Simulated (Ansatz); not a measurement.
Compare A (`C=CC(F)Cl`) with its isomer B (`C=C(Cl)CF`).

Gas-phase electronic energies from Ansatz, PBE0-D4/def2-TZVP geometries. CBS: MP2 limit from def2 TZ/QZ plus the TZ coupled-cluster correction, frozen cores. Functionals use def2-TZVPP. B3LYP here is the variant with VWN-RPA as its local correlation; programs differ in this. Each species was taken in one conformer, which may not be the lowest.

Q: Which isomer does CCSD(T)/CBS put lower? Give the gap. (An estimate is asked.)

A: Computed: B, by 0.0 kJ/mol. So small a gap doesn't settle the order.

Q: Give E(B) − E(A) in kJ/mol with B3LYP-D4, r2SCAN-D4, B2PLYP, CCSD/def2-TZVPP, BLYP-D4, HF/def2-TZVPP, PBE-D4. (Estimate.)

A: Computed: B3LYP-D4 -0.5, r2SCAN-D4 -0.8, B2PLYP -0.5, CCSD/def2-TZVPP -0.2, BLYP-D4 0.0, HF/def2-TZVPP 1.6, PBE-D4 -1.6. The order is the other way round with HF/def2-TZVPP.

Q: Does the order hold for the free energy at 298.15 K (harmonic terms from PBE0-D4)? (Estimate.)

A: Ansatz gave: Too close to call: G(B) − G(A) = +0.1 kJ/mol, for one conformer each.

Largest T1 diagnostic: 0.011.

Leaving LDA and LC-ωPBE aside and taking each functional with its dispersion term where it has one, the values, not all of them listed here, spread over 2.7 kJ/mol, from PBE-QIDH to ωB97M-V.
